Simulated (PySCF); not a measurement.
**How exact exchange moves a shielding**

Molecule: `InChI=1S/C2H6O2S/c1-5(2,3)4/h1-2H3`.

Bonds (- single, = double, # triple, : aromatic): C1-S2 1.785 Å, S2-C3 1.785 Å, S2=O4 1.459 Å, S2=O5 1.459 Å. C1 carries H6, H7, H8; C3 carries H9, H10, H11.

GIAO shieldings (ppm, equivalent atoms averaged) in PySCF on the PBE0-D3(BJ)/def2-SVP geometry, basis pcSseg-2, gas phase, non-relativistic:

```tsv
functional	exact exchange (%)	σ(C1/C3)	σ(O4/O5)
BLYP	0	128.5	81.7
BP86	0	132.9	83.2
PBE	0	133.4	83.2
B3LYP	20	133.5	96.1
PBE0	25	139.2	101.7
mPW1PW91	25	138.6	101.9
HF	100	151.5	156.1
```

**Question.** Fit each shielding as a line in the percentage of exact exchange.

**Answer.** σ(C1/C3) = 131.9 + 0.20 x (rms 2.0 ppm); σ(O4/O5) = 82.7 + 0.73 x (rms 0.8 ppm). The functionals also differ in their semilocal parts, which the line can't hold; Hartree–Fock has no correlation at all.

**Question.** What does the line predict for BHandHLYP (50 %), and what does the run give?

**Answer.** σ(C1/C3): 141.9 predicted, 140.3 computed; σ(O4/O5): 119.2 predicted, 118.1 computed ppm.
